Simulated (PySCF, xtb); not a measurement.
sulfur dioxide (O2S), SMILES S(=O)=O.

Harmonic wavenumbers (cm⁻¹) from GFN2-xTB (xtb 6.7.1) at its own minimum, in rising order: 497, 1166, 1261.

Task: What does PBE-D3(BJ)/def2-TZVP run with PySCF 2.14.0 give at its own minimum? (Estimate from the structure and the level; the computed values follow.)

Result: 492, 1115, 1308. Paired by order, the mean absolute difference is 34 cm⁻¹ and the zero-point energies are 4.2 and 4.2 kcal/mol.
